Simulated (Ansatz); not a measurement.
Ansatz (a quantum-chemistry and plane-wave program) input for C₂H₄, SMILES C=C, PBE/def2-TZVPD. Geometry: B3LYP-D3(BJ)/def2-TZVP.

Ansatz 0.2 input:
```yaml
crystal:
  periodic: [false, false, false]
  atoms:
    - {symbol: C, position_ang: [0.00000000, -0.00000000, -0.66229739]}
    - {symbol: C, position_ang: [0.00000000, 0.00000000, 0.66229739]}
    - {symbol: H, position_ang: [0.00000000, -0.92137704, -1.23201841]}
    - {symbol: H, position_ang: [0.00000000, 0.92137705, -1.23201841]}
    - {symbol: H, position_ang: [0.00000000, 0.92137704, 1.23201841]}
    - {symbol: H, position_ang: [0.00000000, -0.92137705, 1.23201841]}
basis:
  gaussian:
    orbitals: def2-TZVPD
hamiltonian:
  xc: {name: PBE}
```

It prints:

```
WARN ansatz: RAYON_NUM_THREADS=1 ignored (pool sized by the plan → 1); use --threads N
Functional definition: PBE
integrals: 0.02 GiB planned
552 factors; their error is unknown
mean field: 0.24 GiB planned
mean field evaluation 1: about -2128.1879 eV, gradient 5.7e1 eV
mean field evaluation 2: about -2117.4599 eV, gradient 8.2e1 eV
mean field evaluation 4: about -2136.1325 eV, gradient 8.7e-1 eV
mean field evaluation 8: about -2136.1071 eV, gradient 4.5e-1 eV
mean field evaluation 16: about -2136.1074 eV, gradient 6.6e-6 eV
mean field -2136.10740634 eV, -78.5004992775 hartree, gradient 6.6e-6 eV, S^2 0.000000; 0 other end points of the search recorded, 0 dependent functions left out
reference -2136.10744174 eV, -78.5005005782 hartree; 8, 8 occupied and 102, 102 virtual orbitals, 552 factors
Total energy: -2136.10744174 eV, -78.5005005782 hartree
```

The run converged.

Cost: very roughly 0.5 core-seconds.
